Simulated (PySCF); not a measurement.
# C3H4O: the cost of one run

The runs use PySCF 2.14.0, with density-fitted response routines of our own; the level of theory stands in each step. All values are computed, except where a source is named. Atoms count from 0, in the outputs and in this text.

### 1 The starting structure

8 atoms, charge 0, multiplicity 1; geometry from: GFN2-xTB.

Bonds of the start (Å): C0–C1 1.20, C1–C2 1.45, C2–O3 1.42, C0–H4 1.05, C2–H5 1.10, C2–H6 1.10, O3–H7 0.96.

### 2 Geometry optimisation at PBE0-D3(BJ)/def2-SVP

What the job is given:

```
{"job": {"xc": "PBE0", "basis": "def2-SVP", "d3": "d3bj", "grid": 1, "kind": "geom"}, "charge": 0, "multiplicity": 1}
C      1.783740    -0.416300     0.553860
C      0.729440    -0.291900     0.002850
C     -0.561140    -0.128550    -0.644060
O     -1.405870     0.662600     0.171180
H      2.713480    -0.533610     1.025320
H     -0.404460     0.348970    -1.624150
H     -0.999220    -1.128490    -0.807020
H     -2.255520     0.763890    -0.269210
```

Q: Estimate the wall time of this first job on 4 threads of Intel Xeon Platinum 8259CL at 2.50GHz (Skylake/Cascade Lake), shared host.

About 9 s.
